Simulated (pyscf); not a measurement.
Structures and frequencies: ωB97X-D3(BJ)/def2-SVP in PySCF.

Task: PBE/def2-TZVP puts the barrier of H₂B–PH₂ + H atom (H•) → H₂B–PH• + hydrogen (H₂) (hydrogen abstraction; doublet surface; H–P broken, H–H formed) at -0.4 kcal/mol and the reaction energy at -18.1 kcal/mol, from the separated reactants. What do r²SCAN/def2-TZVP, B3LYP-D3(BJ)/def2-TZVP, ωB97M-D3(BJ)/def2-TZVP give on the same structures?

Result: r²SCAN: ΔE‡ = -1.9 kcal/mol, ΔE = -20.2 kcal/mol; B3LYP-D3(BJ): ΔE‡ = -0.8 kcal/mol, ΔE = -21.5 kcal/mol; ωB97M-D3(BJ): ΔE‡ = 3.4 kcal/mol, ΔE = -19.0 kcal/mol. PBE's barrier lies among them. Its reaction energy lies over all of them, by 0.9 to 3.4 kcal/mol. At PBE, r²SCAN, B3LYP-D3(BJ) this geometry lies under the reactants; that is no barrier but a single point on another level's saddle; such a level's own saddle, if it has one, lies nearer that side and is low. This is the saddle that the search found; another between the same sides may lie lower. The angle at the transferred H is 170°.
